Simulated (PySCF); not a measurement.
C3H4FO2 (charge +1).
Numbering: `[CH3:1][O:2][C@H:3]([F:4])[C:5]#[O+:6]` (hydrogens: H7, H8, H9 on C1; H10 on C3)

The calculation used PBE0-D3(BJ)/def2-SVP geometry optimisation, gas phase in PySCF 2.14.0.

Question: What internal coordinates does the optimisation give?

Answer: 
```tsv
bond	length (bohr)	order
C1–O2	2.736	single
O2–C3	2.499	single
C3–F4	2.517	single
C3–C5	2.949	single
C5≡O6	2.101	triple
C1–H7, C1–H8, C1–H9	2.074	single
C3–H10	2.102	single
```

Bonds in one row agree within 0.02 bohr and their mean is given. Orders are formal, as drawn. A selection of angles:
```tsv
angle	degrees
O2–C1–H7	110.0
O2–C1–H9	105.5
H7–C1–H8	111.4
H7–C1–H9	110.2
C1–O2–C3	117.8
O2–C3–F4	116.1
O2–C3–C5	102.0
O2–C3–H10	116.5
F4–C3–C5	105.1
F4–C3–H10	109.9
C5–C3–H10	105.7
C3–C5–O6	176.7
```

Torsions: C1–O2–C3–F4 -97° (anticlinal).

O2 (ether oxygen) is bent (angle 117.8°). Of the pairs four or more bonds apart, H7···H10 is among the closest relative to their van der Waals radii: 2.41 Å, 100 % of the sum of Bondi's values. The 3 C–O bonds span 1.112 Å (C5≡O6, drawn triple) to 1.448 Å (C1–O2, drawn single), a spread of 0.336 Å.

Point group: C1 (no symmetry element, even within 0.4 Å). Whether it is a minimum is left open (no frequencies).

One conformer stands for the species.
